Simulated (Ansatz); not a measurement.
# C2H4N−: functionals against CCSD(T) at one geometry

An exercise on one series of results from a longer session: the logs are not shown, and one member is left open.

Program: Ansatz 0.2.0, Gaussian basis. Level of theory: single points in def2-TZVPPD. These are calculated values, not measurements.

Cores are frozen in the correlated methods.

## Where the work starts

SMILES `[CH-]=CN`, 7 atoms, charge -1, spin multiplicity 1.

Atoms are counted from 1 here; the program's logs count them from 0.

Bond lengths: C1–C2 1.348 Å, C1–H4 1.134 Å, C2–N3 1.469 Å, C2–H5 1.132 Å, N3–H6 1.009 Å, N3–H7 1.034 Å. Angles: C2–C1–H4 107.1°, C1–C2–N3 118.9°, C1–C2–H5 132.5°, N3–C2–H5 108.5°, C2–N3–H6 108.4°, C2–N3–H7 105.0°, H6–N3–H7 106.4°.

Coordinates:

```xyz
7
C2H4N
C    -0.91890   -0.79860   -0.59540
C    -0.17440    0.27160   -0.25250
N     1.07190    0.05940    0.49560
H    -1.78310   -0.41720   -1.22350
H    -0.27680    1.37710   -0.47300
H     0.96300    0.46060    1.41510
H     1.13290   -0.96410    0.62980
```

The first run:

File run/in.yaml:

```yaml
crystal:
  periodic: [false, false, false]
  atoms:
    - {symbol: C, position_ang: [-0.918900, -0.798600, -0.595400]}
    - {symbol: C, position_ang: [-0.174400, 0.271600, -0.252500]}
    - {symbol: N, position_ang: [1.071900, 0.059400, 0.495600]}
    - {symbol: H, position_ang: [-1.783100, -0.417200, -1.223500]}
    - {symbol: H, position_ang: [-0.276800, 1.377100, -0.473000]}
    - {symbol: H, position_ang: [0.963000, 0.460600, 1.415100]}
    - {symbol: H, position_ang: [1.132900, -0.964100, 0.629800]}
basis:
  gaussian: {orbitals: "def2-TZVPPD.json"}
total_charge: -1
correlation: {method: ccsd_t}
output: {forces: true}
```

The basis file named in the input lies beside it (Basis Set Exchange, JSON).

No record of the launch command was kept for these runs.

Steps of the session up to this table: CCSD(T)/def2-TZVPPD; PBE0-D4/def2-TZVPPD; wB97M-V/def2-TZVPPD; r2SCAN-D4/def2-TZVPPD; PBE-D4/def2-TZVPPD; r2SCAN0-D4/def2-TZVPPD; CAM-B3LYP-D4/def2-TZVPPD.

One table of the session follows, with a row left open; its other results are not shown here.

| method | RMS force component (eV/Å) | angle to CCSD(T) forces (°) |
| --- | --- | --- |
| CCSD(T) | 0.428 | reference |
| PBE0-D4 | 0.465 | 32.2 |
| wB97M-V | 0.473 | 30.8 |
| r2SCAN-D4 | ? | ? |
| PBE-D4 | 0.400 | 32.7 |
| r2SCAN0-D4 | 0.517 | 35.6 |
| CAM-B3LYP-D4 | 0.519 | 36.7 |

Q: Estimate the row for r2SCAN-D4 from the others.

The run gave: RMS force component (eV/Å): 0.425; angle to CCSD(T) forces (°): 28.7. In the column «RMS force component (eV/Å)» it lies between PBE-D4 (0.400) and CCSD(T) (0.428).

Caveats from the session: The anion's highest level is positive in at least one run, so there the basis alone may hold the extra electron.
